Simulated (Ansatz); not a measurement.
System: fluorite CeO₂. Method: HSE06 (Ansatz, a program for electronic structure, PAW).

Settings: plane-wave cutoff 520 eV, 8×8×8 k mesh, no spin polarisation, scalar-relativistic PAW data made under PBE.

Computed at the level's own relaxed cell.

Elastic tensor (GPa, Voigt notation, ions relaxed):

```
  402.1   111.3   111.3     0.0     0.0     0.0
  111.3   402.1   111.3     0.0     0.0     0.0
  111.3   111.3   402.1     0.0     0.0     0.0
    0.0     0.0     0.0    55.7     0.0     0.0
    0.0     0.0     0.0     0.0    55.7     0.0
    0.0     0.0     0.0     0.0     0.0    55.7
```

Worked from these constants: the tetragonal shear constant is C′ = (C11 − C12)/2 = 145.4 GPa against C44 = 55.7 GPa, so the C44 shear is the softer. The Zener ratio C44/C′ is 0.38 (1 for an isotropic solid), and the Cauchy pressure C12 − C44 is 55.6 GPa. With C11 + 2C12 = 624.7 GPa all three Born conditions hold; they don't test modes at the zone boundary.

Measured, for comparison: elastic constant C11 403 GPa, elastic constant C12 105 GPa, elastic constant C44 60 GPa (temperature not stated, no zero-point or thermal correction; as tabulated in Atomistic and experimental study on thermal conductivity of bulk and porous …). Computed (rounded) less measured: elastic constant C11 -0.2 %, elastic constant C12 +6 %, elastic constant C44 -7 %. A static lattice is as a rule a little smaller and stiffer than an uncorrected measurement, which narrows the difference in the elastic constant C12 and would widen misses of the other sign.
